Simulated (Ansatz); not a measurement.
We consider 2H WSe2, described by PBE-D4 (Ansatz, an electronic-structure program, PAW).

Settings: plane-wave cutoff 500 eV, 12×12×4 k mesh (along the axes of the cell as run), gaussian smearing 0.02 eV, scalar-relativistic PAW data made under PBE.

Computed at the level's own relaxed cell.

Problem. Give the computed volume per atom, lattice parameter a and c axis length.

Solution. 
- volume per atom: 19.91 Å³/atom
- lattice parameter a: 3.279 Å
- c axis length: 12.832 Å

Measured, for comparison: lattice constant a 3.282 Å, lattice parameter c 12.96 Å (300 K, no zero-point or thermal correction; as tabulated in arXiv:1605.07067). Computed (rounded) less measured: lattice constant a -0.1 %, lattice parameter c -1.0 %. A static lattice is as a rule a little smaller and stiffer than an uncorrected measurement, which narrows the difference in the lattice parameter c and would widen misses of the other sign.

Spin–orbit coupling is not included.

Computed values are for the static lattice.

Cost on a shared machine: very roughly 2.3 core-minutes.
